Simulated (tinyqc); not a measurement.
Worked calculation (part 3 of 3): UHF in the sto-3g basis, for CH2, spin multiplicity 3. Computed by tinyqc, a small Python program that keeps every step (integrals from PySCF). Command: `OMP_NUM_THREADS=1 python tinyqc.py 31751 31752 out.jsonl` (the two numbers bound the seeds that draw the settings). One thread of a shared host (Intel(R) Xeon(R) Processor @ 2.60GHz), about 0.1 s of CPU time with the checks.

Geometry (angstrom):

| atom | x | y | z |
|---|---|---|---|
| C | 0.000000 | 0.000000 | 0.000000 |
| H | 0.000000 | 1.243000 | 0.798000 |
| H | 0.000000 | -1.243000 | 0.798000 |

## Convergence

Stop when the energy changes by less than 1e-09 hartree and every element of the error matrix X^T (F D S - S D F) X (for each spin) is below 9e-06.

Course of the cycle:

| iteration | E (hartree) | change | largest element of the error matrix |
|---|---|---|---|
| 1 | -38.17240483 | - | 2.38e-01 |
| 2 | -38.26220133 | -8.98e-02 | 4.44e-02 |
| 3 | -38.27630255 | -1.41e-02 | 2.80e-02 |
| 4 | -38.28233165 | -6.03e-03 | 1.19e-02 |
| 5 | -38.28412471 | -1.79e-03 | 5.27e-03 |
| 6 | -38.28459498 | -4.70e-04 | 4.05e-03 |
| 7 | -38.28589029 | -1.30e-03 | 1.71e-03 |
| 8 | -38.28597738 | -8.71e-05 | 2.44e-04 |
| 9 | -38.28597791 | -5.28e-07 | 4.51e-05 |
| 10 | -38.28597795 | -3.94e-08 | 1.29e-05 |
| 11 | -38.28597795 | -1.83e-09 | 4.53e-06 |
| 12 | -38.28597795 | -1.44e-10 | 5.82e-07 |

PySCF UHF in the same basis, after a stability check = -38.28597795 hartree

Converged in 12 iterations.

## Populations, bond orders and dipole

D(alpha) after iteration 12:
```
            1C 1s      1C 2s    1C 2px     1C 2py     1C 2pz      2H 1s      3H 1s
1C 1s    1.055820  -0.224215  0.000000   0.000000   0.064239  -0.025704  -0.025704
1C 2s   -0.224215   0.915927  0.000000   0.000000  -0.285677   0.048903   0.048903
1C 2px   0.000000   0.000000  1.000000   0.000000   0.000000   0.000000   0.000000
1C 2py   0.000000   0.000000  0.000000   0.348283   0.000000   0.260574  -0.260574
1C 2pz   0.064239  -0.285677  0.000000   0.000000   0.620124   0.252388   0.252388
2H 1s   -0.025704   0.048903  0.000000   0.260574   0.252388   0.332575  -0.057329
3H 1s   -0.025704   0.048903  0.000000  -0.260574   0.252388  -0.057329   0.332575
```

D(beta) after iteration 12:
```
            1C 1s      1C 2s    1C 2px     1C 2py     1C 2pz      2H 1s      3H 1s
1C 1s    1.028153  -0.110166  0.000000   0.000000  -0.030797  -0.072162  -0.072162
1C 2s   -0.110166   0.447599  0.000000   0.000000   0.109342   0.229993   0.229993
1C 2px   0.000000   0.000000  0.000000   0.000000   0.000000   0.000000   0.000000
1C 2py   0.000000   0.000000  0.000000   0.200380   0.000000   0.239028  -0.239028
1C 2pz  -0.030797   0.109342  0.000000   0.000000   0.026726   0.056244   0.056244
2H 1s   -0.072162   0.229993  0.000000   0.239028   0.056244   0.403552  -0.166710
3H 1s   -0.072162   0.229993  0.000000  -0.239028   0.056244  -0.166710   0.403552
```

overlap S:
```
           1C 1s     1C 2s    1C 2px     1C 2py    1C 2pz     2H 1s      3H 1s
1C 1s   1.000000  0.248362  0.000000   0.000000  0.000000  0.025772   0.025772
1C 2s   0.248362  1.000000  0.000000   0.000000  0.000000  0.295415   0.295415
1C 2px  0.000000  0.000000  1.000000   0.000000  0.000000  0.000000   0.000000
1C 2py  0.000000  0.000000  0.000000   1.000000  0.000000  0.270205  -0.270205
1C 2pz  0.000000  0.000000  0.000000   0.000000  1.000000  0.173470   0.173470
2H 1s   0.025772  0.295415  0.000000   0.270205  0.173470  1.000000   0.050834
3H 1s   0.025772  0.295415  0.000000  -0.270205  0.173470  0.050834   1.000000
```

Mulliken: Z minus the diagonal of D S on the atom; Loewdin: the same with S^(1/2) D S^(1/2); Mayer order: 2 sum_s sum (D(s) S)_ij (D(s) S)_ji over the two atoms.

Charges (e):

| atom | Mulliken | Loewdin | Mulliken spin |
|---|---|---|---|
| 1C | -0.013720 | 0.005185 | 2.155740 |
| 2H | 0.006860 | -0.002593 | -0.077870 |
| 3H | 0.006860 | -0.002593 | -0.077870 |

Mayer bond orders:

| pair | order |
|---|---|
| 2-1 | 0.951796 |
| 3-1 | 0.951796 |
| 3-2 | 0.042093 |

dipole moment about the origin, x y z (debye): 0.000000  0.000000  0.110303

<S^2> of the determinant (pure state: 2) = 2.032944
